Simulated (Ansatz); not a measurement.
A displaced shape of triplet SO:

```yaml
atoms:
  - { symbol: S, position_ang: [-0.0009, -0.0066, -0.5502] }
  - { symbol: O, position_ang: [0.0047, 0.0202, 0.9558] }
```

It was optimised with HF/def2-SVP in Ansatz (development build ahead of 0.2.0) to forces under 0.001 eV/Å, with unrestricted orbitals. Each step stands on the lowest determinant of that kind that the program's search found.

What shape does it relax to, and how does the optimisation go?

```json
{"atom": "S", "x (Å)": "-0.0008", "y (Å)": "-0.0062", "z (Å)": "-0.5283"}
{"atom": "O", "x (Å)": "0.0047", "y (Å)": "0.0198", "z (Å)": "0.9339"}
```

Bond lengths: S1–O2 1.462 Å.

| step | E − E(start) (eV) | largest force (eV/Å) |
| --- | --- | --- |
| 1 | 0.0000 | 2.6960 |
| 2 | -0.0476 | 1.3395 |
| 3 | -0.0613 | 0.1407 |
| 4 | -0.0615 | 0.0038 |
| 5 | -0.0615 | 0.0000 |

The optimisation ended after 5 steps with its threshold met.
